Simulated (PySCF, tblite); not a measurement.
# CH4BS radical: geometry, infrared bands and EPR parameters

Wanted: the infrared bands and EPR parameters of CH4BS radical (`BS[CH2]`), by calculation.

The runs use tblite 0.8.0 and PySCF 2.14.0, with density-fitted response routines of our own; the level of theory stands in each step. All values are computed, except where a source is named. Atoms are numbered from 0 throughout.

## Step 1: Starting geometry

7 atoms, charge 0, multiplicity 2; geometry from: force field or distance geometry start.

Bonds of the start (Å): B0–S1 1.88, S1–C2 1.79, B0–H3 1.21, B0–H4 1.20, C2–H5 1.10, C2–H6 1.08.

## Step 2: Geometry optimisation with GFN2-xTB

The job: settings as JSON, then the geometry in Å.

```
{"job": {"kind": "relax", "xc": "GFN2-xTB", "basis": "xTB"}, "charge": 0, "multiplicity": 2}
B     -1.457500     0.120200    -0.054500
S      0.120100    -0.782700    -0.516700
C      1.619500     0.052500    -0.016300
H     -2.030000     0.676300    -0.960000
H     -2.184100    -0.473700     0.696900
H      1.476300     0.979000     0.552500
H      2.459000    -0.566700     0.271100
```

Launch:

```sh
$ OMP_NUM_THREADS=1 python probes_run.py task.json out
```

One launch serves the whole session: the jobs run in the order shown.

**Question.** This job is followed by: GFN2-xTB harmonic vibrations, gas phase; UKS B3LYP, pcH-1 on B C H S, non-relativistic, mean-field spin-orbit, GIAO. What will the session give for the following? strongest single infrared mode (GFN2-xTB); zero-point energy (GFN2-xTB); g(iso) (B3LYP); ⟨S²⟩; largest a(iso) (averaged by class); potential on the surface of density 0.002 e/bohr³, 1st and 99th percentile.

The runs gave:

| quantity | value |
| --- | --- |
| strongest single infrared mode (GFN2-xTB) | 747 cm⁻¹, 106 km/mol |
| zero-point energy (GFN2-xTB) | 28.2 kcal/mol |
| g(iso) (B3LYP) | 2.00278 |
| ⟨S²⟩ | 0.757 (exact 0.75) |
| largest a(iso) (averaged by class) | 13C on C2, 83.4 MHz |
| potential on the surface of density 0.002 e/bohr³, 1st and 99th percentile | -0.33 V and 1.10 V |

**Reading.** Relaxing lowered the energy by 1.168 eV in 50 steps; the close pair that moved most is B0–S1, from 1.876 to 1.769 Å. No mode is imaginary among the 15: a minimum at this level. The strongest single mode, at 747 cm⁻¹, moves mainly H4 and H3. Unscaled tight-binding wavenumbers are off by several per cent, some by more. Its intensities can rank the bands wrongly. C2 carries the largest spin population, 0.89 e. The isotropic g lies 0.5 ppt above the free-electron value. The conformer search (at its own cheap level) found a structure 8.8 kcal/mol lower, so these spectra needn't be the molecule's.
